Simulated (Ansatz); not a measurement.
# BH3O (SMILES BO) at 6 levels

We compute a comparison of 6 runs (UHF/STO-3G, UPBE/STO-3G, UPBE0/STO-3G, BCCD(T)/STO-3G, CCSDT/STO-3G, CCSD(T)/STO-3G) of BH3O. 

The calculation is run with Ansatz 0.2.0.

46 further runs of the same task are left out: 46 set aside as unsound or not needed.

### Step 1. Starting point

The species is BH3O (5 atoms), meant as a singlet with charge 0. As SMILES, `BO`. The H5–O2 distance was set to 2.402 Å, away from the relaxed value. At this shape a bond of the SMILES string is far longer than usual.

Bond lengths: B1–O2 1.348 Å, B1–H3 1.196 Å, B1–H4 1.202 Å. Angles: O2–B1–H3 116.8°, O2–B1–H4 120.7°, H3–B1–H4 122.5°.

### Step 2. A single-point energy at UHF/STO-3G (run 1)

File run.yaml:

```yaml
crystal:
  periodic: [false, false, false]
  atoms:
    - symbol: B
      position_ang: [-0.917343, -0.907794, 1.211088]
    - symbol: O
      position_ang: [-0.277243, 0.246806, 1.482288]
    - symbol: H
      position_ang: [-1.511043, -1.420494, 2.114188]
    - symbol: H
      position_ang: [-0.881343, -1.383894, 0.108288]
    - symbol: H
      position_ang: [0.874000, 1.171800, -0.411700]
basis:
  gaussian:
    orbitals: STO-3G
hamiltonian:
  xc: hf
magnetization:
  spin_polarized: true
accuracy: high
```

Launch:

```console
ansatz run run.yaml --threads 1 --pin off --max-ram 2610MiB --events-out events.jsonl --progress --plain --runs-dir runs
```

Log:

```text
Warning: RAYON_NUM_THREADS=1 ignored (pool sized by the plan → 1); use --threads N
Functional definition: HF
  name "HF"
  exchange = exact_x
  correlation = 0
206 factors; integrals over basis functions are off by at most 2.1e-8 eV
mean field evaluation 1: about -2703.5040 eV, gradient 2.2e1 eV
mean field evaluation 2: about -2703.5346 eV, gradient 2.2e1 eV
mean field evaluation 4: about -2710.3540 eV, gradient 8.7e0 eV
mean field evaluation 8: about -2710.9604 eV, gradient 2.4e-4 eV
mean field evaluation 16: about -2710.9558 eV, gradient 2.2e-3 eV
mean field evaluation 32: about -2710.9560 eV, gradient 8.3e-1 eV
mean field evaluation 64: about -2717.2408 eV, gradient 5.9e-7 eV
mean field evaluation 96: about -2713.4283 eV, gradient 1.3e0 eV
mean field evaluation 128: about -2705.1609 eV, gradient 7.5e0 eV
mean field evaluation 160: about -2703.5547 eV, gradient 1.4e1 eV
mean field -2717.24084667 eV, -99.8567593031 hartree, gradient 1.9e-8 eV, S^2 1.007564; 6 other end points of the search recorded, 0 dependent functions left out
reference -2717.24084667 eV, -99.8567593031 hartree; 8, 8 occupied and 5, 5 virtual orbitals, 206 factors
Total energy: -2717.24084667 eV, -99.8567593031 hartree
```

Wall time 0.14 s (1 thread of Arm Neoverse V1, shared host).

### Step 3. The energy at UPBE/STO-3G (run 2)

File input.yaml:

```yaml
crystal:
  periodic: [false, false, false]
  atoms:
    - {symbol: B, position_ang: [-0.917343, -0.907794, 1.211088]}
    - {symbol: O, position_ang: [-0.277243, 0.246806, 1.482288]}
    - {symbol: H, position_ang: [-1.511043, -1.420494, 2.114188]}
    - {symbol: H, position_ang: [-0.881343, -1.383894, 0.108288]}
    - {symbol: H, position_ang: [0.874000, 1.171800, -0.411700]}
basis:
  gaussian: {orbitals: STO-3G}
accuracy: high
hamiltonian: {xc: {name: PBE}}
magnetization: {spin_polarized: true}
```

Launch:

```console
ansatz run input.yaml --threads 1 --pin off --max-ram 2610MiB --events-out events.jsonl --progress --plain --runs-dir runs
```

Log:

```text
Warning: RAYON_NUM_THREADS=1 ignored (pool sized by the plan → 1); use --threads N
Functional definition: PBE
  name "PBE"
  parameter kappa = 0.804
  parameter beta = 0.06672455060314922
  exchange = pbe_x(kappa = kappa, mu = beta*pi^2/3)
  correlation = pbe_c(beta = beta)
206 factors; integrals over basis functions are off by at most 2.1e-8 eV
mean field evaluation 1: about -2725.4663 eV, gradient 1.1e1 eV
mean field evaluation 2: about -2707.6366 eV, gradient 3.6e1 eV
mean field evaluation 4: about -2718.3933 eV, gradient 1.7e1 eV
mean field evaluation 8: about -2726.5935 eV, gradient 3.5e-3 eV
mean field evaluation 16: about -2727.6832 eV, gradient 1.5e0 eV
mean field evaluation 32: about -2727.7878 eV, gradient 2.1e-2 eV
mean field -2727.78781649 eV, -100.2443532949 hartree, gradient 1.7e-8 eV, S^2 0.941047; 3 other end points of the search recorded, 0 dependent functions left out
reference -2727.78781840 eV, -100.2443533651 hartree; 8, 8 occupied and 5, 5 virtual orbitals, 206 factors
Total energy: -2727.78781840 eV, -100.2443533651 hartree
```

Run time: 2.7 s. Hardware: 1 thread of Arm Neoverse V1, shared host; peak memory 0.11 GiB.

### Step 4. The energy at UPBE0/STO-3G (run 3)

Changes to input.yaml since step 3:

```diff
@@ -10,4 +10,4 @@
   gaussian: {orbitals: STO-3G}
+magnetization: {spin_polarized: true, initial_magnetization: 0}
+hamiltonian: {xc: {name: PBE0}}
 accuracy: high
-hamiltonian: {xc: {name: PBE}}
-magnetization: {spin_polarized: true}
```

Launch:

```console
ansatz run input.yaml --threads 1 --pin off --max-ram 2610MiB --events-out events.jsonl --progress --plain --runs-dir runs
```

Log:

```text
Warning: RAYON_NUM_THREADS=1 ignored (pool sized by the plan → 1); use --threads N
Functional definition: PBE0
  name "PBE0"
  parameter a = 0.25
[... 2 set-up lines as earlier in the session ...]
  exchange = (1 - a)*pbe_x(kappa = kappa, mu = beta*pi^2/3) + a*exact_x
[... 1 set-up line as earlier in the session ...]
206 factors; integrals over basis functions are off by at most 2.1e-8 eV
mean field evaluation 1: about -2721.0473 eV, gradient 2.0e1 eV
mean field evaluation 2: about -2695.0683 eV, gradient 5.7e1 eV
mean field evaluation 4: about -2720.5587 eV, gradient 1.6e1 eV
mean field evaluation 8: about -2725.9888 eV, gradient 1.0e-1 eV
mean field evaluation 16: about -2728.2642 eV, gradient 2.1e-1 eV
mean field evaluation 32: about -2728.2599 eV, gradient 2.0e-3 eV
mean field -2728.25991909 eV, -100.2617027456 hartree, gradient 3.4e-8 eV, S^2 0.977764; 2 other end points of the search recorded, 0 dependent functions left out
reference -2728.25992052 eV, -100.2617027982 hartree; 8, 8 occupied and 5, 5 virtual orbitals, 206 factors
Total energy: -2728.25992052 eV, -100.2617027982 hartree
```

Run time: 2.1 s. Hardware: 1 thread of Arm Neoverse V1, shared host; peak memory 0.11 GiB.

Runs 4 to 5 aren't shown in full; the table further down has their settings and results.

### Step 5. A single-point energy at CCSD(T)/STO-3G (run 6)

File in.yaml:

```yaml
crystal:
  periodic: [false, false, false]
  atoms:
    - {symbol: B, position_ang: [-0.917343, -0.907794, 1.211088]}
    - {symbol: O, position_ang: [-0.277243, 0.246806, 1.482288]}
    - {symbol: H, position_ang: [-1.511043, -1.420494, 2.114188]}
    - {symbol: H, position_ang: [-0.881343, -1.383894, 0.108288]}
    - {symbol: H, position_ang: [0.874000, 1.171800, -0.411700]}
basis:
  gaussian:
    orbitals: STO-3G
correlation:
  method: ccsd_t
  frozen_orbitals: {B: 1, H: 0, O: 1}
accuracy: high
scf:
  omitted_lower_state_checks: [cluster_reference, increment]
```

Launch:

```console
ansatz run in.yaml --threads 1 --pin off --max-ram 2610MiB --events-out events.jsonl --progress --plain --runs-dir runs
```

Log, shortened:

```text
Warning: RAYON_NUM_THREADS=1 ignored (pool sized by the plan → 1); use --threads N
[... 2 set-up lines as earlier in the session ...]
[...]
206 factors; integrals over basis functions are off by at most 2.1e-8 eV
[...]
mean field -2710.95579165 eV, -99.6257877911 hartree, gradient 2.1e-8 eV, S^2 0.000000; 0 other end points of the search recorded, 0 dependent functions left out; unrestricted orbitals would lower it
2 core orbitals not correlated: weight in the atoms' cores, before any rotation towards them, 1.000 or more for the frozen orbitals, at most 0.000 for the correlated occupied ones
reference -2710.95579165 eV, -99.6257877911 hartree; 6, 6 occupied and 5, 5 virtual orbitals, 206 factors
second order -6.54722833 eV of doubles, -0.00000000 eV of singles
cycle   1  -4.86731897 eV  change    -1.7e0 eV  update   1.6e-1
[...]
cycle  35  -8.59194109 eV  change  -4.4e-10 eV  update  1.1e-10
perturbative correction -0.31216867 eV, -0.0114719872 hartree
WARN: these amplitudes may be one of several solutions (largest doubles amplitude 0.78, level shift 13.50 eV)
Total energy: -2719.85990141 eV, -99.9530077895 hartree
Checks for a lower state left out: cluster_reference, increment
```

Run time: 0.12 s. Hardware: 1 thread of Arm Neoverse V1, shared host.

### Step 6. Overview of the runs

```
run           level  frozen core orbitals  energy (Eh)  wall time
  1      UHF/STO-3G                     –   -99.856759     0.14 s
  2     UPBE/STO-3G                     –  -100.244353      2.7 s
  3    UPBE0/STO-3G                     –  -100.261703      2.1 s
  4  BCCD(T)/STO-3G                     2   -99.953355     0.14 s
  5    CCSDT/STO-3G                     2   -99.952212     0.22 s
  6  CCSD(T)/STO-3G                     2   -99.953008     0.12 s
```

### Step 7. What came out

```
                                          quantity         value
                               run 6: total energy  -99.95301 Eh
run 6: correlation energy (2 core orbitals frozen)    -327.2 mEh
                             run 6: (T) correction    -11.47 mEh
                              run 6: T1 diagnostic         0.035
```

What this shows: Below the UHF energy at the same shape and in the same basis (STO-3G): BCCD(T) -96.6 mEh; CCSDT -95.5 mEh; CCSD(T) -96.2 mEh. Some of these start from another determinant than that one, so these aren't their correlation energies. Totals of different functionals can't be ranked against each other. In run 6 the T1 diagnostic is large, so a single reference may not serve. In runs 4, 5, 6 the log says that unrestricted orbitals would lower the reference, so the values rest on an unstable closed-shell determinant (other closed-shell runs at this shape may share the fault). In runs 1, 2, 3, 4, 5, 6 the basis is minimal, so the values are rough. Spin contamination of the reference: run 1 ⟨S²⟩ = 1.01, run 3 ⟨S²⟩ = 0.98, run 2 ⟨S²⟩ = 0.94. Where it is this large, the reference is a mixture of spin states, and values that rest on it are in doubt. All runs together took 5.5 s, the longest 2.7 s.
